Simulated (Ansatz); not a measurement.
**Two structures, one formula**

Two relaxed structures of Al₂BH₅, singlet (PBE0-D4/def2-TZVP; forces vanish, vibrations not checked).

A:

```csv
atom,x (Å),y (Å),z (Å)
Al1,-1.0834,1.3143,-0.8294
B2,0.5870,0.4353,0.0914
Al3,0.7814,-1.5385,0.7822
H4,-1.2685,1.2449,-2.4106
H5,-2.2197,2.0095,0.0453
H6,1.5485,1.1486,0.2414
H7,1.3028,-2.6901,-0.1880
H8,0.3520,-1.9240,2.2676
```

B:

```
atom    x (Å)    y (Å)    z (Å)
 Al1   0.6403   0.6724   0.0382
  B2  -1.1070   1.4151  -0.8700
 Al3   0.8032  -1.7816   0.8663
  H4  -1.3092   1.3323  -2.0509
  H5  -2.0092   1.8976  -0.2411
  H6   1.9045   1.6351   0.2283
  H7   1.3173  -2.9582  -0.0812
  H8   0.3776  -2.2015   2.3459
```

Program: Ansatz 0.2.0. Basis: def2-TZVPP. Cores are frozen in the correlated methods. B3LYP uses VWN-RPA correlation.

Problem. Which structure is lower at CCSD(T), and by how much? (Judge from chemistry; the value comes from the calculation.)

Solution. By the calculation: B, by 3.69 kcal/mol (electronic energy, against the other). By their contacts, A is Al₂BH₅ ([AlH2][BH][AlH2]) and B is Al₂BH₅ ([BH2][AlH][AlH2]).

All methods give the same order:

| method | E(B) − E(A) (kcal/mol) |
| --- | --- |
| PBE-D4 | -4.03 |
| r2SCAN-D4 | -2.95 |
| PBE0-D4 | -4.10 |
| B3LYP-D4 | -2.99 |
| wB97M-V | -1.44 |
| HF | -4.02 |
| MP2 | -2.98 |
| CCSD | -3.78 |
| CCSD(T) | -3.69 |

No T1 diagnostic of these runs exceeds 0.014.

Labels in which every atom is bracketed show which atoms are joined, not bond orders.

For scale, one of the runs: CCSD(T)/def2-TZVPP, 185 basis functions, launched by `ansatz run in.yaml --threads 2 --pin off --events-out ev --progress --plain --max-ram 4352MiB`. Hardware: 2 CPU threads of an Arm Neoverse V1, shared host. Wall time 25 s; peak host memory 1.6 GiB.
